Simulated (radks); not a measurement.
# Si³⁺ in [He] 2s2 2p4 3s1 4f2: an all-electron calculation

An exercise on one series of results from a longer session: the logs are not shown, and one member is left open.

The numbers are computed with radks (a radial shooting solver on a logarithmic mesh, Libxc functionals) version 1 (scalar-relativistic Kohn-Sham, PBE, spin-polarised, spherical densities, point nucleus; open shells are filled with parallel spins first), except any that are marked as measured or tabulated.

## Starting point

```
element       : silicon (Z = 14)
charge        : +3
electrons     : 11
configuration : [He] 2s2 2p4 3s1 4f2
```

The outer shells:

Si³⁺
```
[He] core
2s [↑↓]
2p [↑↓][↑ ][↑ ]
3s [↑ ]
4f [↑ ][↑ ][  ][  ][  ][  ][  ]
```

Set-up of the first run:

Input:

```text
Z 14
configuration [He] 2s2 2p4 3s1 4f2 3p0 4s0
relativity scalar-relativistic
functional pbe,pbe
spin polarised
nucleus point
c 137.035999084
```

Command:

```
$ python run_ks.py task.json out
```

The same process makes all the runs of this session.

One of the session's tables, all rows but one given; the rest of the session is left out.

It belongs to the step «Orbitals and density». From the orbitals of this run (lengths in bohr):

| level | <r> | outermost maximum (interpolated) | 90 % within | nodes |
| --- | --- | --- | --- | --- |
| 1s up | ? | ? | ? | ? |
| 1s down | 0.1110 | 0.0726 | 0.198 | 0 |
| 2s up | 0.5328 | 0.439 | 0.829 | 1 |
| 2s down | 0.5375 | 0.441 | 0.838 | 1 |
| 2p up | 0.4853 | 0.366 | 0.800 | 0 |
| 2p down | 0.4918 | 0.370 | 0.813 | 0 |
| 3s up | 1.536 | 1.39 | 2.25 | 2 |
| 3p up | 1.606 | 1.44 | 2.40 | 1 |
| 4s up | 3.293 | 3.20 | 4.65 | 3 |
| 4f up | 3.656 | 3.25 | 5.36 | 0 |

Estimate the missing values for 1s up.

As computed: <r>: 0.1112; outermost maximum (interpolated): 0.0726; 90 % within: 0.199; nodes: 0. In the column «<r>» it lies between 1s down (0.1110) and 2p up (0.4853).
